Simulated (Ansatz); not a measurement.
**C3H4ClFO: one species, many methods**

The task here is to estimate one member of a computed series from the others.

Method: functionals in def2-TZVPP, the program's frozen cores in correlated methods; program: Ansatz 0.2.0, Gaussian basis.

Plan: PBE-D4, r2SCAN-D4, PBE0-D4, B3LYP-D4, ωB97X-V, ωB97M-V, B2PLYP; CCSD(T)/def2-TZVPP; MP2/def2-QZVPP; extrapolation to the limit.

**The geometry**

All runs share one geometry, relaxed beforehand with PBE0-D4 in a triple-zeta def2 set.

SMILES `FC1(Cl)COC1`, 10 atoms, charge 0, spin multiplicity 1.

Atoms are counted from 1 here; the program's logs count them from 0.

Bond lengths: F1–C2 1.355 Å, C2–Cl3 1.765 Å, C2–C4 1.526 Å, C2–C6 1.526 Å, C4–O5 1.433 Å, C4–H7 1.094 Å, C4–H8 1.091 Å, O5–C6 1.433 Å, C6–H9 1.094 Å, C6–H10 1.091 Å. Angles: F1–C2–Cl3 108.3°, F1–C2–C4 114.6°, F1–C2–C6 114.6°, Cl3–C2–C4 116.2°, Cl3–C2–C6 116.2°, C4–C2–C6 85.6°, C2–C4–O5 90.8°, C2–C4–H7 112.8°, C2–C4–H8 115.9°, O5–C4–H7 112.6°, O5–C4–H8 112.6°, H7–C4–H8 110.8°, C4–O5–C6 92.7°, C2–C6–O5 90.8°, C2–C6–H9 112.8°, C2–C6–H10 115.9°, O5–C6–H9 112.6°, O5–C6–H10 112.6° and more.

The first run:

The input, in.yaml:

```yaml
crystal:
  periodic: [false, false, false]
  atoms:
    - {symbol: F, position_ang: [-0.309566, -1.793427, 0.446841]}
    - {symbol: C, position_ang: [0.310137, -0.605343, 0.247404]}
    - {symbol: Cl, position_ang: [2.006918, -0.780333, 0.702373]}
    - {symbol: C, position_ang: [0.038267, 0.032954, -1.111972]}
    - {symbol: O, position_ang: [-0.600318, 1.150517, -0.482063]}
    - {symbol: C, position_ang: [-0.423752, 0.599783, 0.829059]}
    - {symbol: H, position_ang: [-0.650782, -0.555027, -1.725608]}
    - {symbol: H, position_ang: [0.919027, 0.322497, -1.687355]}
    - {symbol: H, position_ang: [-1.371823, 0.329587, 1.303628]}
    - {symbol: H, position_ang: [0.164991, 1.247591, 1.480493]}
basis:
  gaussian: {orbitals: def2-TZVPP}
hamiltonian: {xc: pbe, dispersion: d4}
output: {forces: true, orbitals: {seedname: orbitals}}
```

On the command line:

```bash
$ ansatz run in.yaml --threads 4 --pin off --events-out ev --progress --plain --max-ram 10444MiB
```

Among the steps run: PBE-D4 (GGA); r2SCAN-D4 (meta-GGA); PBE0-D4 (hybrid); B3LYP-D4 (hybrid); ωB97X-V (range-separated); ωB97M-V (range-separated); B2PLYP (double hybrid); CCSD(T) in def2-TZVPP; MP2 in def2-QZVPP.

One table of the session follows, with a row left open; its other results are not shown here.

It belongs to the step «Atomisation energies». 

| method | atomisation energy (kcal/mol) |
| --- | --- |
| PBE-D4 | 976.3 |
| r2SCAN-D4 | 943.4 |
| PBE0-D4 | 948.9 |
| B3LYP-D4 | 932.8 |
| ωB97X-V | 942.6 |
| ωB97M-V | 943.0 |
| B2PLYP | 925.0 |
| HF/def2-TZVPP | 648.5 |
| MP2/def2-TZVPP | 939.9 |
| CCSD/def2-TZVPP | 891.4 |
| CCSD(T)/def2-TZVPP | ? |
| MP2/CBS | 966.0 |
| CCSD(T)/CBS | 936.5 |

Estimate the missing values for CCSD(T)/def2-TZVPP.

**Answer.** atomisation energy (kcal/mol): 910.5. In the column «atomisation energy (kcal/mol)» it lies between CCSD/def2-TZVPP (891.4) and B2PLYP (925.0).
